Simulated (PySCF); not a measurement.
Compound: C3H7NS.
Numbering: `[CH3:1][N:2]([CH3:3])[CH:4]=[S:5]` (hydrogens: H6, H7, H8 on C1; H9, H10, H11 on C3; H12 on C4)

Cartesian coordinates in Å at the PBE0-D3(BJ)/def2-SVP level; atoms count from 1:
```xyz
12
C3H7NS angstrom
C     -1.326    0.350   -0.005
N      0.088    0.083   -0.090
C      0.598   -0.954    0.771
C      0.878    0.755   -0.944
S      2.491    0.576   -1.191
H     -1.593    1.172   -0.683
H     -1.914   -0.541   -0.286
H     -1.611    0.636    1.022
H      0.361   -0.729    1.824
H      1.687   -1.008    0.637
H      0.149   -1.928    0.513
H      0.308    1.505   -1.517
```

Method: core-valence-separated Tamm–Dancoff BHandHLYP/aug-pcX-1 (pcseg-1 on H, def2-SVPD on S) in PySCF, non-relativistic, gas phase, PBE0-D3(BJ)/def2-SVP geometry. BHandHLYP without relativity tends to put these K edges a few eV too low, so spacings mean more than positions.

The lowest roots of each edge with f over 0.003 (five at most, numbered afresh; weaker and dark ones are left out), with transition dipoles (au) in the frame of the coordinates:

| root | edge | E (eV) | μx | μy | μz |
| --- | --- | --- | --- | --- | --- |
| 1 | C | 283.41 | 0.0180 | 0.0719 | 0.0762 |
| 2 | C | 286.38 | -0.0150 | -0.0301 | 0.0318 |
| 3 | C | 286.52 | -0.0470 | 0.0083 | 0.0034 |
| 4 | C | 286.68 | -0.0053 | -0.0199 | -0.0215 |
| 5 | C | 287.16 | -0.0133 | 0.0530 | -0.0466 |
| 6 | N | 399.17 | 0.0096 | 0.0384 | 0.0406 |
| 7 | N | 402.63 | -0.0417 | 0.0151 | -0.0043 |
| 8 | N | 402.97 | -0.0046 | 0.0256 | -0.0232 |
| 9 | N | 403.76 | -0.0172 | -0.0023 | 0.0064 |

Problem. What are the oscillator strengths?

Solution. f = (2/3) ΔE |μ|², with ΔE in hartree (27.2114 eV):

```
root  ΔE (Eh)  |μ|² (au)      f  core hole on
   1  10.4152   0.011309  0.079            C4
   2  10.5243   0.002145  0.015            C3
   3  10.5293   0.002287  0.016            C1
   4  10.5354   0.000886  0.006            C1
   5  10.5529   0.005157  0.036            C1
   6  14.6691   0.003219  0.031            N2
   7  14.7963   0.001984  0.020            N2
   8  14.8089   0.001215  0.012            N2
   9  14.8379   0.000341  0.003            N2
```

Problem. Molecules are fixed in this frame and the field points along y. What effective strengths 3 f cos²θ do the roots have (θ between field and μ)?

Solution. root 1 (C4): 0.108, root 2 (C3): 0.019, root 3 (C1): 0.001, root 4 (C1): 0.008, root 5 (C1): 0.059, root 6 (N2): 0.043, root 7 (N2): 0.007, root 8 (N2): 0.020, root 9 (N2): 0.000. Root 1 is the strongest. Averaged over all orientations cos²θ is 1/3, which gives f back.

The run took about 30 s of CPU time (one thread, shared machine).
